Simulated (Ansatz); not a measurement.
# CH₂Cl₂: taking an electron away

One table from this session's results is given with a row withheld; the runs are named, their logs left out.

Program: Ansatz 0.2.0, Gaussian basis. Level of theory: unrestricted cation, the program's frozen cores in correlated methods. These are calculated values, not measurements.

The runs, in order: UKS PBE-D4/def2-TZVPP; UKS r2SCAN-D4/def2-TZVPP; UKS PBE0-D4/def2-TZVPP; UKS B3LYP-D4/def2-TZVPP; UKS wB97X-V/def2-TZVPP; UKS wB97M-V/def2-TZVPP; UKS B2PLYP/def2-TZVPP; UHF-CCSD(T)/def2-TZVPP; UHF-MP2/def2-QZVPP; extrapolation to the limit; then −ε(HOMO) from the neutral's earlier runs with LDA (SPW92), PBE-D4, revPBE-D4, BLYP-D4, r2SCAN-D4, B97M-V, PBE0-D4, B3LYP-D4, r2SCANh-D4, r2SCAN0-D4, HSE06-D4, BHLYP-D4, CAM-B3LYP-D4, LC-ωPBE, ωB97X-V, ωB97M-V.

### Structure used throughout

All runs share one geometry, relaxed beforehand with PBE0-D4 in a triple-zeta def2 set.

5 atoms, charge 0, spin multiplicity 1.

Atoms are counted from 1 here; the program's logs count them from 0.

Bond lengths: Cl1–C2 1.762 Å, C2–Cl3 1.762 Å, C2–H4 1.086 Å, C2–H5 1.086 Å. Angles: Cl1–C2–Cl3 112.9°, Cl1–C2–H4 108.1°, Cl1–C2–H5 108.1°, Cl3–C2–H4 108.1°, Cl3–C2–H5 108.1°, H4–C2–H5 111.4°.

Set-up of the first run:

File in.yaml:

```yaml
crystal:
  periodic: [false, false, false]
  atoms:
    - {symbol: Cl, position_ang: [1.640767, -0.353165, 0.256772]}
    - {symbol: C, position_ang: [-0.091128, -0.097422, 0.054602]}
    - {symbol: Cl, position_ang: [-0.464345, 1.269886, -0.992734]}
    - {symbol: H, position_ang: [-0.515057, -0.991443, -0.392473]}
    - {symbol: H, position_ang: [-0.520438, 0.098543, 1.032434]}
basis:
  gaussian: {orbitals: def2-TZVPP}
total_charge: 1
magnetization: {spin_polarized: true, initial_magnetization: 1}
hamiltonian: {xc: pbe, dispersion: d4}
```

The run is started by

```sh
$ ansatz run in.yaml --threads 4 --pin off --events-out ev --progress --plain --max-ram 10444MiB
```

Among the steps run: Cation, UKS PBE-D4/def2-TZVPP; Cation, UKS r2SCAN-D4/def2-TZVPP; Cation, UKS PBE0-D4/def2-TZVPP; Cation, UKS B3LYP-D4/def2-TZVPP; Cation, UKS wB97X-V/def2-TZVPP; Cation, UKS wB97M-V/def2-TZVPP; Cation, UKS B2PLYP (frozen core)/def2-TZVPP; Cation, UHF-CCSD(T)/def2-TZVPP; Cation, UHF-MP2/def2-QZVPP.

One of the session's tables, all rows but one given; the rest of the session is left out.

It belongs to the step «Ionisation energies side by side». Orbital estimates, from the neutral's runs:

```
  functional  −ε(HOMO) (eV)
 LDA (SPW92)           7.34
      PBE-D4           7.24
   revPBE-D4           7.20
     BLYP-D4           7.11
   r2SCAN-D4           7.58
      B97M-V           7.68
     PBE0-D4           8.68
    B3LYP-D4           8.42
  r2SCANh-D4           8.10
  r2SCAN0-D4           8.90
    HSE06-D4           8.27
    BHLYP-D4          10.00
CAM-B3LYP-D4              ?
     LC-ωPBE          11.53
     ωB97X-V          11.15
     ωB97M-V          10.98
```

Estimate the missing values for CAM-B3LYP-D4.

**Answer.** −ε(HOMO) (eV): 10.09. In the column «−ε(HOMO) (eV)» it lies between BHLYP-D4 (10.00) and ωB97M-V (10.98).
